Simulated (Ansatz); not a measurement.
**Changing the shape of H4N2 (charge +1), doublet**

Program: Ansatz, Gaussian basis, development build; OMP3 by scripts on PySCF. Settings: cc-pVTZ; 2 core orbitals frozen; no relativity. Single-reference values can break down or jump between states where bonds are stretched.

Case A:

```xyz
6

N    -0.0227    0.7354   -0.0885
N     0.0259   -0.7270   -0.0649
H     0.2154    1.0634    0.8433
H    -0.9367    1.0320   -0.2979
H    -0.2095   -1.1205    0.8366
H     0.9395   -1.0287   -0.3203
```

Case B:

```xyz
6

N     0.0000    0.7190   -0.0777
N     0.0000   -0.7190   -0.0777
H     0.2111    1.0928    0.8479
H    -0.9482    1.0050   -0.3041
H    -0.2111   -1.0928    0.8479
H     0.9482   -1.0050   -0.3041
```

Case C:

```xyz
6

N    -0.0014    0.7113   -0.0714
N     0.0094   -0.7207   -0.0807
H     0.2056    1.0854    0.8519
H    -0.9559    1.0087   -0.3093
H    -0.2157   -1.1003    0.8433
H     0.9383   -1.0041   -0.3040
```

Case D:

```xyz
6

N    -0.0086    0.7241   -0.0773
N    -0.0004   -0.7242   -0.0692
H     0.2022    1.0927    0.8432
H    -0.9399    1.0081   -0.3088
H    -0.2139   -1.0874    0.8558
H     0.9522   -1.0014   -0.3125
```

Energy less that of case A, in eV:

```csv
case,RCCSD,RCCSD(T),UOMP3
B,+0.142,+0.036,+0.099
C,+0.120,+0.018,+0.071
D,+0.127,+0.020,+0.084
```

(1) Give the UCCSD(T) energies against case A.

(2) Which case is lowest, and do the methods agree?

Results:

(1) B: +0.075 eV; C: +0.052 eV; D: +0.057 eV.

(2) A is lowest in UCCSD(T). Of the methods shown, RCCSD, UOMP3 agree.
